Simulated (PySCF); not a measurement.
Malonic acid, C3H4O4.
SMILES: `O=C(O)CC(=O)O`

Torsions of this conformer, `[O:1]=[C:2]([OH:3])[CH2:4][C:5](=[O:6])[OH:7]`: O1–C2–C4–C5 50°, C2–C4–C5–O6 52°, H–O3–C2–O1 0°, H–O7–C5–C4 -179°.

The closed-shell ground state was solved at several levels (PySCF, density fitting, gas phase, non-relativistic). The structure is a single PBE0-D3(BJ)/def2-TZVP conformer in the gas phase; no vibrational or solvent corrections.

```
        level  basis functions  total energy (Eh)  HOMO (eV)  LUMO (eV)  gap (eV)  dipole (D)
  B3LYP/pcJ-2              453          -417.8519      -8.23      -0.65      7.58        2.29
PBE0/pcSseg-2              308          -417.3814      -8.47      -0.35      8.12        2.29
  B97-2/pcJ-2              453          -417.6994      -8.16      -0.41      7.75        2.28
```

(1) What might PBE0/pcJ-2 (453 basis functions) give for the same quantities?

(2) In the pcJ-2 basis, how does the gap go with the fixed share of exact exchange?

(3) How far do the dipole and the HOMO energy spread over the levels?

Answers

(1) Total energy -417.3968 Eh, HOMO -8.47 eV, LUMO -0.35 eV, gap 8.12 eV, dipole 2.29 D.

(2) B3LYP (20 %) 7.58 eV; B97-2 (21 %) 7.75 eV; PBE0 (25 %) 8.12 eV. Each rise in the share widens the gap here.

(3) The dipole runs from 2.28 to 2.29 D (mean 2.29 D) and the HOMO from -8.47 to -8.16 eV.
